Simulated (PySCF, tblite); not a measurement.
**Complex of boron trichloride and water**

A gas-phase complex of boron trichloride and water; neutral, singlet. The structure comes from a short search (6 tight-binding starts) and was optimised by PBE0-D3(BJ)/def2-SVPD; another way of binding may lie lower.

This structure isn't a minimum: the optimisation stopped short of the minimum along a soft mode, which is imaginary here (32i cm⁻¹ by PBE0-D3(BJ)/def2-SVPD), and forces of up to 0.007 eV/Å are left. All values below rest on it.

Parts: 1 = boron trichloride (ClB(Cl)Cl), atoms 1–4; 2 = water (O), atoms 5–7.

```xyz
7

Cl   -0.038    1.679   -0.582
B     0.397    0.271    0.503
Cl   -1.032   -0.486    1.355
Cl    1.552   -0.903   -0.216
O     1.193    1.010    1.734
H     1.196    1.965    1.553
H     0.699    0.840    2.554
```
(Å; atoms numbered from 1)

```csv
contact,kind (by geometry),distance (Å),angle (°)
B2···O5,bond,1.643,-
```

The parts are joined by the bond B2–O5, so these are energies of forming such bonds; deforming the relaxed parts to their shape in the adduct costs 19.4 kcal/mol, which the interaction energies leave out.

Interaction energies are complex less parts, with the parts frozen as they stand in it; counterpoise-corrected, in kcal/mol (PySCF). The CCSD(T) estimate is Hartree-Fock/aug-cc-pVQZ, plus the MP2 correlation part extrapolated as X⁻³ from aug-cc-pVTZ and aug-cc-pVQZ, plus CCSD(T) less MP2 in aug-cc-pVDZ; noble-gas cores are frozen. It isn't the exact limit.

How strongly do the parts interact, level by level?


```csv
level,interaction,superposition error removed
Hartree-Fock/aug-cc-pVQZ,-22.37,-
wB97M-D3(BJ)/def2-TZVPD,-26.43,-0.34
PBE0-D3(BJ)/def2-TZVPD,-27.57,-0.38
MP2/aug-cc-pVQZ,-27.91,-1.25
"CCSD(T), estimated basis limit",-26.38,-
```

What holds them together? Decompose the wB97M-D3(BJ)/def2-TZVPD energy: frozen parts, their antisymmetrised product, then relaxation.

electrostatic -88.3, Pauli repulsion +141.6, orbital relaxation -77.5, dispersion correction -2.6 kcal/mol, which sum to the value before the counterpoise correction; the Pauli term holds the exchange-correlation of the frozen density too. Of the attraction, 52 % is electrostatic, 46 % is orbital relaxation, 2 % is dispersion correction.

The parts were also relaxed and run alone, at the levels used for the complex: shieldings by PBE0/pcSseg-2; core levels by delta-SCF with SCAN, pcX-2 on the ionised atom and pcseg-1 elsewhere, spin-free X2C (2p3/2 is the spin-free 2p value less a third of a first-order spin-orbit splitting).

What does binding change?


| property | alone | in the complex | change |
| --- | --- | --- | --- |
| shielding of B2 (ppm) | 46.2 | 82.7 | +36.5 |
| shielding of O5 (ppm) | 328.9 | 204.5 | -124.4 |
| Cl1 2p3/2 core level (eV) | 207.10 | 206.14 | -0.97 |
| B2 1s core level (eV) | 199.89 | 199.72 | -0.17 |
| O5 1s core level (eV) | 539.76 | 542.97 | +3.21 |

The core-hole state of B2 is spin-contaminated (⟨S²⟩ 0.81 against 0.75 for a pure doublet), so that value and differences from it are less sure.
